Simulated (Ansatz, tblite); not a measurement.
How well does each level of theory give the bulk modulus of zinc-blende ZnSe?

Reference value: 62.4 GPa (measured, temperature not stated, not corrected to a static lattice, our sources range from 62.4 to 69.3; as tabulated in Toher et al. (2017), arXiv:1611.05714).

### Question
Put these levels in order of the bulk modulus that they give for zinc-blende ZnSe, smallest first: GFN1-xTB (tblite), LDA (Ansatz, a quantum-chemistry and plane-wave program), r²SCANh (Ansatz).

### Answer
GFN1-xTB (44.8 GPa), r²SCANh (66.3 GPa), LDA (71.6 GPa)

Unless a cell is named, each level is at its own relaxed cell (GFN1-xTB 25.26, LDA 21.57, r²SCANh 22.71 Å³/atom).

Differences against the reference: GFN1-xTB -28 %, LDA +14.7 %, r²SCANh +6.2 %.

The reference isn't brought to a static lattice, while the calculations are for one, so the differences are not the levels' errors alone. A static lattice is as a rule stiffer than a warm one, by over a tenth in soft solids.  GFN1-xTB: the method was fitted mainly to molecules. GFN1-xTB: the run uses a supercell at the zone centre in place of a k mesh. Each level is taken at its own relaxed cell. K meshes differ between the levels. Ansatz's density-functional and Hartree–Fock values are scalar-relativistic unless marked +SOC, with PAW data made under PBE.

Differences are worked out from the printed values.
